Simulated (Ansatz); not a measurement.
# SiHO radical (SMILES O=[SiH]): one structure at several levels

A test off equilibrium: a structure displaced at random from a GFN2-xTB minimum is computed at several levels, and each is set against CCSD(T).

The runs use Ansatz 0.2.0, Gaussian basis; single points in def2-TZVPP.

Cores are frozen in the correlated methods. Orbitals are unrestricted. B3LYP uses VWN-RPA correlation.

## (1) Starting geometry

SMILES `O=[SiH]`, 3 atoms, charge 0, spin multiplicity 2.

Atoms are counted from 1 here; the program's logs count them from 0.

Bond lengths: O1–Si2 1.556 Å, Si2–H3 1.549 Å. Angles: O1–Si2–H3 133.3°.

Geometry (Å):

```xyz
3
HOSi
O     0.7943    1.0209    0.6309
Si    0.2239   -0.3586    0.1915
H    -1.0551   -0.7848   -0.5720
```

## (2) CCSD(T)/def2-TZVPP

The input, run/in.yaml:

```yaml
crystal:
  periodic: [false, false, false]
  atoms:
    - {symbol: O, position_ang: [0.794300, 1.020900, 0.630900]}
    - {symbol: Si, position_ang: [0.223900, -0.358600, 0.191500]}
    - {symbol: H, position_ang: [-1.055100, -0.784800, -0.572000]}
basis:
  gaussian: {orbitals: def2-TZVPP}
magnetization: {spin_polarized: true, initial_magnetization: 1}
correlation: {method: ccsd_t}
scf: {omitted_lower_state_checks: [cluster_reference]}
output: {forces: true}
```

The command line of these runs was not kept.

Log (excerpt; [...] marks lines left out):

```text
Functional definition: HF
  name "HF"
  cite "Fock, Z. Phys. 61, 126 (1930) doi:10.1007/BF01340294"
  parent pbe
[...]
525 factors; integrals over basis functions are off by at most 1.1e-3 eV
[...]
mean field -9914.88736407 eV, -364.3653900776 hartree, gradient 5.3e-6 eV, S^2 0.770535; 14 other end points of the search recorded, 0 dependent functions left out
6 core orbitals not correlated: weight in the atoms' cores, before any rotation towards them, 1.000 or more for the frozen orbitals, at most 0.000 for the correlated occupied ones
reference -9914.88736407 eV, -364.3653900776 hartree; 6, 5 occupied and 75, 76 virtual orbitals, 525 factors
second order -9.29826844 eV of doubles, -0.00000000 eV of singles
cycle   1  -8.93138050 eV  change    3.7e-1 eV  update   1.3e-1
[...]
cycle  18  -9.44767452 eV  change   -7.6e-8 eV  update   2.9e-7
perturbative correction -0.48345389 eV, -0.0177666027 hartree
[...]
Total energy: -9924.81849248 eV, -364.7303523152 hartree
Atom 0 at     0.794300     1.020900     0.630900 Å, force    -0.828158    -0.874683    -0.544152 eV/Å
Atom 1 at     0.223900    -0.358600     0.191500 Å, force     0.687289     0.324593     0.418224 eV/Å
Atom 2 at    -1.055100    -0.784800    -0.572000 Å, force     0.140870     0.550089     0.125928 eV/Å
Dipole moment:    -0.309034    -0.551829    -0.221799 e Å
Checks for a lower state left out: cluster_reference
```

Run time: 12 s. Hardware: 4 threads, shared host; peak memory 0.63 GiB.

## (3) PBE0-D4/def2-TZVPP

run/in.yaml, as its differences from that of step 2:

```diff
@@ -9,4 +9,3 @@
 magnetization: {spin_polarized: true, initial_magnetization: 1}
-correlation: {method: ccsd_t}
-scf: {omitted_lower_state_checks: [cluster_reference]}
-output: {forces: true}
+hamiltonian: {xc: pbe0, dispersion: d4}
+output: {forces: true, orbitals: {seedname: orbitals}}
```

Log (excerpt; [...] marks lines left out):

```text
Functional definition: PBE0
  name "PBE0"
  cite "Adamo & Barone, J. Chem. Phys. 110, 6158 (1999) doi:10.1063/1.478522"
  cite "Perdew, Burke & Ernzerhof, Phys. Rev. Lett. 77, 3865 (1996) doi:10.1103/PhysRevLett.77.3865"
[... 1 set-up line as earlier in the session ...]
[...]
501 factors; their error is unknown
[...]
mean field -9934.85576024 eV, -365.0992151017 hartree, gradient 1.7e-5 eV, S^2 0.757381; 0 other end points of the search recorded, 0 dependent functions left out
[...]
reference -9934.85578260 eV, -365.0992159234 hartree; 12, 11 occupied and 75, 76 virtual orbitals, 501 factors
Total energy: -9934.88236359 eV, -365.1001927568 hartree
Atom 0 at     0.794300     1.020900     0.630900 Å, force    -1.088902    -1.463634    -0.741550 eV/Å
Atom 1 at     0.223900    -0.358600     0.191500 Å, force     1.027154     0.921337     0.661309 eV/Å
Atom 2 at    -1.055100    -0.784800    -0.572000 Å, force     0.061748     0.542297     0.080241 eV/Å
Dipole moment:    -0.326705    -0.583130    -0.234461 e Å
```

It took 0.7 s on 4 threads, shared host; peak memory 0.13 GiB.

## (4) wB97M-V/def2-TZVPP

run/in.yaml, as its differences from that of step 3:

```diff
@@ -9,3 +9,3 @@
 magnetization: {spin_polarized: true, initial_magnetization: 1}
-hamiltonian: {xc: pbe0, dispersion: d4}
-output: {forces: true, orbitals: {seedname: orbitals}}
+hamiltonian: {xc: {name: wB97M-V}}
+output: {forces: true}
```

The log in run was not kept; the run's report gives a total energy of -9939.282688 eV.

It took 2.3 s on 4 threads, shared host; peak memory 0.21 GiB.

## (5) r2SCAN-D4/def2-TZVPP

run/in.yaml, as its differences from that of step 4:

```diff
@@ -9,3 +9,3 @@
 magnetization: {spin_polarized: true, initial_magnetization: 1}
-hamiltonian: {xc: {name: wB97M-V}}
+hamiltonian: {xc: r2scan, dispersion: d4}
 output: {forces: true}
```

The log in run was not kept; the run's report gives a total energy of -9938.807572 eV.

Run time: 1.4 s. Hardware: 4 threads, shared host; peak memory 0.15 GiB.

## (6) PBE-D4/def2-TZVPP

run/in.yaml, as its differences from that of step 5:

```diff
@@ -9,3 +9,3 @@
 magnetization: {spin_polarized: true, initial_magnetization: 1}
-hamiltonian: {xc: r2scan, dispersion: d4}
+hamiltonian: {xc: pbe, dispersion: d4}
 output: {forces: true}
```

Log (excerpt; [...] marks lines left out):

```text
Functional definition: PBE
  name "PBE"
[... 2 set-up lines as earlier in the session ...]
[...]
498 factors; their error is unknown
[...]
mean field -9934.46649473 eV, -365.0849098579 hartree, gradient 3.9e-5 eV, S^2 0.754442; 0 other end points of the search recorded, 0 dependent functions left out
[...]
reference -9934.46652409 eV, -365.0849109369 hartree; 12, 11 occupied and 75, 76 virtual orbitals, 498 factors
Total energy: -9934.49884011 eV, -365.0860985290 hartree
Atom 0 at     0.794300     1.020900     0.630900 Å, force    -0.664070    -0.459384    -0.416214 eV/Å
Atom 1 at     0.223900    -0.358600     0.191500 Å, force     0.793262    -0.008943     0.450816 eV/Å
Atom 2 at    -1.055100    -0.784800    -0.572000 Å, force    -0.129193     0.468327    -0.034601 eV/Å
Dipole moment:    -0.298761    -0.518561    -0.213185 e Å
```

Run time: 0.66 s. Hardware: 4 threads, shared host; peak memory 0.12 GiB.

## (7) B3LYP-D4/def2-TZVPP

run/in.yaml, as its differences from that of step 6:

```diff
@@ -9,3 +9,3 @@
 magnetization: {spin_polarized: true, initial_magnetization: 1}
-hamiltonian: {xc: pbe, dispersion: d4}
+hamiltonian: {xc: {name: B3LYP}, dispersion: d4}
 output: {forces: true}
```

Log (excerpt; [...] marks lines left out):

```text
Functional definition: B3LYP
  name "B3LYP"
  cite "Stephens, Devlin, Chabalowski & Frisch, J. Phys. Chem. 98, 11623 (1994) doi:10.1021/j100096a001"
  cite "Becke, Phys. Rev. A 38, 3098 (1988) doi:10.1103/PhysRevA.38.3098"
  cite "Lee, Yang & Parr, Phys. Rev. B 37, 785 (1988) doi:10.1103/PhysRevB.37.785"
  cite "Vosko, Wilk & Nusair, Can. J. Phys. 58, 1200 (1980) doi:10.1139/p80-159"
[...]
501 factors; their error is unknown
[...]
mean field -9941.09556027 eV, -365.3285235232 hartree, gradient 2.8e-5 eV, S^2 0.755815; 0 other end points of the search recorded, 0 dependent functions left out
[...]
reference -9941.09574304 eV, -365.3285302399 hartree; 12, 11 occupied and 75, 76 virtual orbitals, 501 factors
Total energy: -9941.14896930 eV, -365.3304862691 hartree
Atom 0 at     0.794300     1.020900     0.630900 Å, force    -0.995799    -1.189132    -0.665727 eV/Å
Atom 1 at     0.223900    -0.358600     0.191500 Å, force     0.945948     0.628797     0.590758 eV/Å
Atom 2 at    -1.055100    -0.784800    -0.572000 Å, force     0.049851     0.560336     0.074969 eV/Å
Dipole moment:    -0.320069    -0.578450    -0.230294 e Å
```

It took 0.7 s on 4 threads, shared host; peak memory 0.13 GiB.

## (8) CAM-B3LYP-D4/def2-TZVPP

run/in.yaml, as its differences from that of step 7:

```diff
@@ -9,3 +9,3 @@
 magnetization: {spin_polarized: true, initial_magnetization: 1}
-hamiltonian: {xc: {name: B3LYP}, dispersion: d4}
+hamiltonian: {xc: {name: CAM-B3LYP}, dispersion: d4}
 output: {forces: true}
```

The log in run was not kept; the run's report gives a total energy of -9939.989202 eV.

It took 0.8 s on 4 threads, shared host; peak memory 0.14 GiB.

## (9) Side by side

| method | RMS force component (eV/Å) | RMS error against CCSD(T) (eV/Å) | angle to CCSD(T) forces (°) | dipole (D) |
| --- | --- | --- | --- | --- |
| CCSD(T) | 0.562 | reference | reference | 3.22 |
| PBE0-D4 | 0.851 | 0.332 | 13.5 | 3.40 |
| wB97M-V | 0.874 | 0.351 | 13.2 | 3.49 |
| r2SCAN-D4 | 0.708 | 0.176 | 8.9 | 3.23 |
| PBE-D4 | 0.459 | 0.222 | 22.4 | 3.05 |
| B3LYP-D4 | 0.731 | 0.195 | 8.6 | 3.36 |
| CAM-B3LYP-D4 | 0.964 | 0.446 | 15.0 | 3.55 |

Energy less the free neutral atoms in their ground states at the same level (atoms from separate runs):

Differences are taken before rounding.

```
      method                    rung  energy less atoms (kJ/mol)  from CCSD(T) (kJ/mol)
      PBE-D4                     GGA                      -929.2                  -73.0
   r2SCAN-D4                meta-GGA                      -904.8                  -48.7
     PBE0-D4                  hybrid                      -869.2                  -13.1
    B3LYP-D4                  hybrid                      -892.6                  -36.4
CAM-B3LYP-D4  range-separated hybrid                      -889.8                  -33.6
     wB97M-V  range-separated hybrid                      -887.7                  -31.6
Hartree-Fock            wavefunction                      -522.8                 +333.4
         MP2            wavefunction                      -900.8                  -44.7
        CCSD            wavefunction                      -823.5                  +32.6
     CCSD(T)            wavefunction                      -856.2                      0
```

What each level took, beside its miss in the forces (shared host):

| method | time | RMS force error (eV/Å) |
| --- | --- | --- |
| CCSD(T) | 12 s | 0 |
| PBE0-D4 | 0.7 s | 0.332 |
| wB97M-V | 2.3 s | 0.351 |
| r2SCAN-D4 | 1.4 s | 0.176 |
| PBE-D4 | 0.66 s | 0.222 |
| B3LYP-D4 | 0.7 s | 0.195 |
| CAM-B3LYP-D4 | 0.8 s | 0.446 |

## (10) Results

```
                                  quantity                                                                                                 value
energy less free atoms, CCSD(T)/def2-TZVPP                                                                                         -856.2 kJ/mol
                       RMS force component                                                                  0.459 to 0.964 eV/Å over the methods
                           RMS force error  PBE0-D4 0.332, wB97M-V 0.351, r2SCAN-D4 0.176, PBE-D4 0.222, B3LYP-D4 0.195, CAM-B3LYP-D4 0.446 eV/Å
                    HOMO and LUMO, PBE0-D4                                                                                    -6.97 and -3.30 eV
                             T1 diagnostic                                                                                                 0.031
```

In words: Against CCSD(T) the functionals' energies less atoms differ by -73.0 to -13.1 kJ/mol, PBE-D4 by -73.0 kJ/mol. CCSD(T) in triple zeta still lacks some correlation energy of the bonds, so part of these gaps is its own basis error and they don't rank the functionals. The forces of r2SCAN-D4 come nearest to CCSD(T), those of CAM-B3LYP-D4 are farthest. Frozen-core CCSD(T) forces in triple zeta carry basis errors of their own, and this is one geometry, so small gaps rank nothing.
